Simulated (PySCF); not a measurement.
Species: C4H7N2 (charge +1).
Z-matrix (Å and degrees, PBE0-D3(BJ)/def2-SVP geometry), rows numbered from 1:
```
C 
N   1  1.4569
C   2  1.3777  1  125.35
C   3  1.3639  2  107.19  1  -179.81
N   4  1.3718  3  106.24  2     0.09
C   2  1.3309  1  125.78  3  -179.71
H   1  1.0960  2  109.27  3   179.45
H   1  1.0979  2  109.55  3    59.78
H   1  1.0979  2  109.60  3   -60.77
H   3  1.0875  2  122.21  1     0.28
H   4  1.0873  3  130.94  2  -179.99
H   5  1.0169  4  125.70  3  -179.97
H   6  1.0886  2  125.93  1    -0.23
```

Level of theory: core-valence-separated Tamm–Dancoff BHandHLYP/aug-pcX-1 (pcseg-1 on H) in PySCF, non-relativistic, gas phase, PBE0-D3(BJ)/def2-SVP geometry. BHandHLYP without relativity tends to put these K edges a few eV too low, so spacings mean more than positions.

Q: What does the N 1s absorption edge look like?

A: 
```json
{"E (eV)": "399.66", "f": "0.0475", "core hole on": "N2", "main final orbital": "LUMO (84 %)", "polarisation": "normal to the local trigonal plane"}
{"E (eV)": "399.76", "f": "0.0444", "core hole on": "N5", "main final orbital": "LUMO (80 %)", "polarisation": "normal to the local trigonal plane"}
{"E (eV)": "402.36", "f": "0.0225", "core hole on": "N5", "main final orbital": "LUMO+1 (70 %)", "polarisation": "in the local trigonal plane"}
{"E (eV)": "403.13", "f": "0.0013", "core hole on": "N5", "main final orbital": "LUMO+2 (82 %)", "polarisation": "normal to the local trigonal plane"}
{"E (eV)": "403.25", "f": "0.0011", "core hole on": "N2", "main final orbital": "LUMO+2 (88 %)", "polarisation": "normal to the local trigonal plane"}
{"E (eV)": "404.20", "f": "0.0127", "core hole on": "N2", "main final orbital": "LUMO+1 (46 %)", "polarisation": "in the local trigonal plane"}
{"E (eV)": "404.53", "f": "0.0116", "core hole on": "N2", "main final orbital": "LUMO+3 (43 %)", "polarisation": "in the local trigonal plane"}
{"E (eV)": "404.80", "f": "0.0072", "core hole on": "N5", "main final orbital": "LUMO+5 (43 %)", "polarisation": "in the local trigonal plane"}
{"E (eV)": "404.96", "f": "0.0020", "core hole on": "N5", "main final orbital": "LUMO+3 (60 %)", "polarisation": "in the local trigonal plane"}
{"E (eV)": "405.07", "f": "0.0230", "core hole on": "N2", "main final orbital": "spread (2 roots, f summed)", "polarisation": "in the local trigonal plane"}
```

The first line with a tenth or more of the strongest one's intensity is at 399.66 eV (f = 0.048), with the hole on N2 (three-coordinate ring nitrogen), polarised normal to the local trigonal plane: a 1s→π* resonance. It is also the strongest listed.

Q: Give energies, oscillator strengths and core holes at the C K edge.

A: 
```
E (eV)       f  core hole on                 main final orbital                        polarisation
284.27  0.0199            C4                      LUMO+2 (78 %)  normal to the local trigonal plane
284.29  0.1075            C3                      LUMO+2 (76 %)  normal to the local trigonal plane
284.50  0.0752            C6                        LUMO (89 %)  normal to the local trigonal plane
286.50  0.0015            C1                        LUMO (92 %)                                   –
286.62  0.0003            C3                        LUMO (87 %)                                   –
286.83  0.0004            C4                        LUMO (88 %)                                   –
286.97  0.0482            C1                             spread                                   –
287.83  0.0211            C1  LUMO+2/LUMO+3 (2 roots, f summed)                                   –
287.85  0.0184            C4                      LUMO+1 (59 %)         in the local trigonal plane
287.96  0.0385            C1                             spread                                   –
287.99  0.0298            C3                             spread         in the local trigonal plane
288.75  0.0209            C4                      LUMO+5 (43 %)         in the local trigonal plane
288.79  0.0097            C3                      LUMO+5 (50 %)         in the local trigonal plane
289.02  0.0272            C1                     LUMO+10 (36 %)                                   –
289.03  0.0266            C6                      LUMO+1 (56 %)         in the local trigonal plane
289.11  0.0090            C3                      LUMO+1 (62 %)         in the local trigonal plane
289.12  0.0021            C1                      LUMO+1 (77 %)                                   –
289.17  0.0026            C3                      LUMO+3 (55 %)         in the local trigonal plane
```

The first line with a tenth or more of the strongest one's intensity is at 284.27 eV (f = 0.020), with the hole on C4 (aromatic CH next to a ring nitrogen), polarised normal to the local trigonal plane. The strongest listed is at 284.29 eV (f = 0.107; C3, 1s→π*).

Roots within 0.03 eV whose holes lie on the same, on equivalent or on shared atoms are summed into one line, and the highest roots are left out, as the search may have cut off their partners. Final orbitals are the ground state's empty Kohn–Sham orbitals. A dash: too weak, shared between unlike atoms, or no plane or axis to refer to.

Q: What are the wavelength and the wavenumber of the 399.66 eV line?

A: λ = 12398.42 eV Å/399.66 eV = 31.022 Å; 3.2235 × 10⁶ cm⁻¹.

The list ends where the root search ended, not at a threshold.
